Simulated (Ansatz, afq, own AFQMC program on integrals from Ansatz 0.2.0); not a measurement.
# BGeH, triplet in cc-pVDZ, levels against CCSDT(Q)

```csv
atom,x (Å),y (Å),z (Å)
Ge,0.0000,0.0000,1.6897
B,0.0000,0.0000,-0.2506
H,0.0000,0.0000,-1.4391
```

Connectivity, by distances: Ge–BH.

Basis cc-pVDZ. Only valence electrons are correlated. Ansatz 0.2.0 and our own AFQMC program on the same integrals; the CISD trial comes from CCSD amplitudes, and released means the phaseless constraint is let go. Free projection: walkers drawn from exp(T), propagated without any constraint. Its projection time is finite, and what remains of the start isn't in its error. Error bars are statistical, one sigma. No spin–orbit coupling.

Determinant: UHF, the one that the program's search chose, which needn't be the lowest solution. The geometry is a point of a scan.

No full CI on the walks' own integrals is used here; CCSDT(Q) serves as the reference and is uncertain by about the last step of the cluster series.

Cautions: no relativity below Rb; no spin-orbit coupling; inner d shell frozen; lower spins were not checked.

```
T1 diagnostic                               : 0.0163
weight of the determinant in the CISD state : 0.890
⟨S²⟩ of the determinant                     : 2.016
size of the correlated space                : 8 electrons in 31 orbitals
```

```
  level  correlation energy (eV)
    MP2                  -3.3697
   CCSD                  -4.1768
CCSD(T)                  -4.3299
```

**Question.** Estimate where AFQMC with the constraint released lies against CCSD(T) on the same integrals.

**Answer.** 40.1 ± 10.2 meV below CCSD(T).

Reference: CCSDT(Q), correlation energy -4.375 eV. The released energy is read at 2.40 1/Eh (meV from the phaseless value at times in 1/Eh: -14 ± 9 at 0.24, -38 ± 12 at 0.51, -42 ± 10 at 0.99, -40 ± 10 at 1.62, -46 ± 10 at 2.40).

```csv
level,E − E(reference) (meV),share of correlation (%)
CCSD(T),45.4,98.96
CCSDT,9.8,99.78
ph-AFQMC/HF,76.7 ± 56.3,98.25
ph-AFQMC/CISD,51.5 ± 8.9,98.82
released AFQMC,5.3 ± 10.2,99.88
free AFQMC,-14.3 ± 14.1,100.33
```

Free projections are given only where their last times agree within the noise and don't stop above the reference; a slow remainder of the start can still hide under it. A walk keeps the symmetry of its determinant, which the program's search chose and which needn't be the lowest solution, so a lower state of the same spin and another symmetry isn't excluded. Released energies are given only where the last usable release times agree within the noise; a slower fall can still hide under it.
